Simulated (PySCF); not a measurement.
Species: C3H3FO2.
Numbering: `[O:1]=[C:2]([OH:3])/[CH:4]=[CH:5]/[F:6]` (hydrogens: H7 on O3; H8 on C4; H9 on C5)

Cartesian coordinates in Å at the PBE0-D3(BJ)/def2-SVP level; atoms count from 1:
```
atom  x, y, z in Å
O1     1.0867   -1.2691   -0.5632
C2     0.9123   -0.1871   -0.0577
O3     1.9215    0.5955    0.3467
C4    -0.3960    0.4404    0.1927
C5    -1.4980   -0.2255   -0.1562
F6    -2.7089    0.2560    0.0281
H7     2.7372    0.1102    0.1488
H8    -0.4454    1.4276    0.6544
H9    -1.4766   -1.2173   -0.6194
```

Theory: core-valence-separated Tamm–Dancoff BHandHLYP/aug-pcX-1 (pcseg-1 on H) in PySCF, non-relativistic, gas phase, PBE0-D3(BJ)/def2-SVP geometry. No empirical shift is added; at this level the pattern usually sits a few eV under experiment.

The lowest roots of each edge with f over 0.003 (five at most, numbered afresh; weaker and dark ones are left out), with transition dipoles (au) in the frame of the coordinates:

| root | edge | E (eV) | f | μx | μy | μz |
| --- | --- | --- | --- | --- | --- | --- |
| 1 | C | 282.77 | 0.0389 | -0.0020 | -0.0316 | 0.0679 |
| 2 | C | 284.10 | 0.0728 | 0.0027 | 0.0432 | -0.0927 |
| 3 | C | 285.13 | 0.0813 | -0.0038 | -0.0464 | 0.0972 |
| 4 | C | 286.56 | 0.0214 | -0.0030 | 0.0491 | 0.0249 |
| 5 | C | 286.80 | 0.0234 | 0.0017 | 0.0258 | -0.0515 |
| 6 | O | 529.29 | 0.0382 | 0.0020 | 0.0234 | -0.0490 |
| 7 | O | 532.61 | 0.0169 | 0.0014 | 0.0155 | -0.0325 |
| 8 | O | 533.21 | 0.0031 | 0.0153 | -0.0017 | -0.0001 |
| 9 | O | 533.42 | 0.0250 | -0.0399 | 0.0168 | 0.0064 |
| 10 | O | 534.16 | 0.0040 | -0.0170 | -0.0032 | 0.0034 |
| 11 | F | 685.21 | 0.0119 | -0.0007 | -0.0112 | 0.0241 |
| 12 | F | 686.88 | 0.0196 | -0.0313 | 0.0127 | 0.0050 |
| 13 | F | 688.18 | 0.0211 | 0.0314 | -0.0152 | -0.0062 |
| 14 | F | 689.85 | 0.0035 | 0.0144 | 0.0005 | 0.0007 |

Q: What is the unit vector of the normal of the molecular plane, and which share of each root's |μ|² lies along it?

A: (0.03, 0.43, -0.90), up to sign.

```json
{"root": "1", "core hole on": "C4", "share along it": "1.00", "final orbital under reflection in the plane": "odd"}
{"root": "2", "core hole on": "C5", "share along it": "1.00", "final orbital under reflection in the plane": "odd"}
{"root": "3", "core hole on": "C2", "share along it": "1.00", "final orbital under reflection in the plane": "odd"}
{"root": "4", "core hole on": "C4", "share along it": "0.00", "final orbital under reflection in the plane": "even"}
{"root": "5", "core hole on": "C4", "share along it": "1.00", "final orbital under reflection in the plane": "odd"}
{"root": "6", "core hole on": "O1", "share along it": "1.00", "final orbital under reflection in the plane": "odd"}
{"root": "7", "core hole on": "O3", "share along it": "1.00", "final orbital under reflection in the plane": "odd"}
{"root": "8", "core hole on": "O1", "share along it": "0.00", "final orbital under reflection in the plane": "even"}
{"root": "9", "core hole on": "O3", "share along it": "0.00", "final orbital under reflection in the plane": "even"}
{"root": "10", "core hole on": "O1", "share along it": "0.08", "final orbital under reflection in the plane": "–"}
{"root": "11", "core hole on": "F6", "share along it": "1.00", "final orbital under reflection in the plane": "odd"}
{"root": "12", "core hole on": "F6", "share along it": "0.00", "final orbital under reflection in the plane": "even"}
{"root": "13", "core hole on": "F6", "share along it": "0.00", "final orbital under reflection in the plane": "even"}
{"root": "14", "core hole on": "F6", "share along it": "0.00", "final orbital under reflection in the plane": "even"}
```

The 1s orbitals of atoms in the plane are even under the reflection, so light polarised along the normal reaches odd orbitals alone (the out-of-plane π set) and light polarised in the plane even ones.

Q: For fixed molecules, how does the intensity of root 1 change when the electric field is turned 70° away from the normal of the molecular plane?

A: Intensity goes as (E·μ)², and μ lies along that direction, so it falls to cos²70° = 0.12 of its maximum; it vanishes at 90°.

Q: Molecules are fixed in this frame and the field points along (0, 1, 1)/√2. What effective strengths 3 f cos²θ do the roots have (θ between field and μ)?

A: root 1 (C4): 0.014, root 2 (C5): 0.026, root 3 (C2): 0.027, root 4 (C4): 0.058, root 5 (C4): 0.007, root 6 (O1): 0.013, root 7 (O3): 0.006, root 8 (O1): 0.000, root 9 (O3): 0.011, root 10 (O1): 0.000, root 11 (F6): 0.004, root 12 (F6): 0.008, root 13 (F6): 0.012, root 14 (F6): 0.000. Root 4 is the strongest. Averaged over all orientations cos²θ is 1/3, which gives f back.

One conformer stands for the species.
